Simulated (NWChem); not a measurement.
The numbers come from NWChem runs, not from measurements. System: diphosphorus (P2), charge 0, spin multiplicity 1, at a geometry optimised with PBE0/def2-SVP. Level: B3LYP/def2-SVP, VWN1-RPA local correlation.

Job file:

```
start mol
memory heap 200 mb stack 900 mb global 1100 mb
geometry units angstroms nocenter noautoz noautosym
  P      0.000000     0.000000     0.945544
  P      0.000000     0.000000    -0.945544
end
basis spherical
  * library def2-svp
end
dft
  xc b3lyp
  semidirect memsize 60000000 filesize 0
  iterations 100
end
task dft energy
```

Part of the output:

```
             Northwest Computational Chemistry Package (NWChem) 7.3.0
             --------------------------------------------------------

                                NWChem Input Module
                                -------------------

 Scaling coordinates for geometry "geometry" by  1.889725989
 (inverse scale =  0.529177249)

                             Geometry "geometry" -> ""
                             -------------------------

 Output coordinates in angstroms (scale by  1.889725989 to convert to a.u.)

  No.       Tag          Charge          X              Y              Z
 ---- ---------------- ---------- -------------- -------------- --------------
    1 P                   15.0000     0.00000000     0.00000000     0.94554400
    2 P                   15.0000     0.00000000     0.00000000    -0.94554400

 Effective nuclear repulsion energy (a.u.)      62.9610473045

            Nuclear Dipole moment (a.u.)
            ----------------------------
        X                 Y               Z
 ---------------- ---------------- ----------------
     0.0000000000     0.0000000000     0.0000000000


 Summary of "ao basis" -> "" (spherical)
 ------------------------------------------------------------------------------
       Tag                 Description            Shells   Functions and Types
 ---------------- ------------------------------  ------  ---------------------
 *                          def2-svp                  on all atoms

                                 NWChem DFT Module
                                 -----------------

 Summary of "ao basis" -> "ao basis" (spherical)
 ------------------------------------------------------------------------------
       Tag                 Description            Shells   Functions and Types
 ---------------- ------------------------------  ------  ---------------------
 P                          def2-svp                 8       18   4s3p1d

 Summary of "ao basis" -> "ao basis" (spherical)
 ------------------------------------------------------------------------------
       Tag                 Description            Shells   Functions and Types
[...]
 Vector   15  Occ=2.000000D+00  E=-2.843803D-01
              MO Center= -1.1D-10,  1.9D-10, -7.9D-06, r^2= 2.3D+00
   Bfn.  Coefficient  Atom+Function         Bfn.  Coefficient  Atom+Function
  ----- ------------  ---------------      ----- ------------  ---------------
    11      0.274882  1 P  px                12     -0.274659  1 P  py
    29      0.274886  2 P  px                30     -0.274662  2 P  py
     8      0.218621  1 P  px                 9     -0.218443  1 P  py
    26      0.218623  2 P  px                27     -0.218445  2 P  py
     5     -0.122761  1 P  px                 6      0.122661  1 P  py

 Vector   16  Occ=0.000000D+00  E=-9.250808D-02
              MO Center= -2.3D-09, -2.3D-09,  6.5D-06, r^2= 3.1D+00
   Bfn.  Coefficient  Atom+Function         Bfn.  Coefficient  Atom+Function
  ----- ------------  ---------------      ----- ------------  ---------------
    11      0.437460  1 P  px                12      0.437548  1 P  py
    29     -0.437457  2 P  px                30     -0.437545  2 P  py
     8      0.227002  1 P  px                 9      0.227047  1 P  py
    26     -0.227000  2 P  px                27     -0.227046  2 P  py
     5     -0.126609  1 P  px                 6     -0.126634  1 P  py

 Vector   17  Occ=0.000000D+00  E=-9.250808D-02
              MO Center= -1.2D-10,  2.5D-10,  6.5D-06, r^2= 3.1D+00
   Bfn.  Coefficient  Atom+Function         Bfn.  Coefficient  Atom+Function
  ----- ------------  ---------------      ----- ------------  ---------------
    11      0.437548  1 P  px                12     -0.437460  1 P  py
    29     -0.437545  2 P  px                30      0.437457  2 P  py
     8      0.227047  1 P  px                 9     -0.227002  1 P  py
    26     -0.227046  2 P  px                27      0.227000  2 P  py
     5     -0.126634  1 P  px                 6      0.126609  1 P  py

 Vector   18  Occ=0.000000D+00  E= 1.007498D-01
              MO Center= -2.5D-10, -2.4D-10, -2.1D-06, r^2= 3.7D+00
   Bfn.  Coefficient  Atom+Function         Bfn.  Coefficient  Atom+Function
  ----- ------------  ---------------      ----- ------------  ---------------
    13      1.342590  1 P  pz                31      1.342591  2 P  pz
     4     -1.059997  1 P  s                 22      1.059999  2 P  s
     3     -0.407590  1 P  s                 21      0.407589  2 P  s
    10      0.215127  1 P  pz                28      0.215125  2 P  pz
     2     -0.200132  1 P  s                 20      0.200132  2 P  s

 center of mass
 --------------
 x =   0.00000000 y =   0.00000000 z =   0.00000000

 moments of inertia (a.u.)
 ------------------
         197.781234074097           0.000000000000           0.000000000000
           0.000000000000         197.781234074097           0.000000000000
           0.000000000000           0.000000000000           0.000000000000

     Multipole analysis of the density
     ---------------------------------

     L   x y z        total         alpha         beta         nuclear
     -   - - -        -----         -----         ----         -------
     0   0 0 0     -0.000000    -15.000000    -15.000000     30.000000

     1   1 0 0     -0.000000     -0.000000     -0.000000      0.000000
     1   0 1 0     -0.000000     -0.000000     -0.000000      0.000000
     1   0 0 1      0.000071      0.000035      0.000035      0.000000

     2   2 0 0    -18.910766     -9.455383     -9.455383      0.000000
     2   1 1 0     -0.000000     -0.000000     -0.000000      0.000000
     2   1 0 1     -0.000000     -0.000000     -0.000000      0.000000
     2   0 2 0    -18.910766     -9.455383     -9.455383      0.000000
     2   0 1 1     -0.000000     -0.000000     -0.000000      0.000000
     2   0 0 2    -19.176556    -57.479114    -57.479114     95.781672

 Task  times  cpu:        0.6s     wall:        0.6s

 Total times  cpu:        0.7s     wall:        0.7s
```
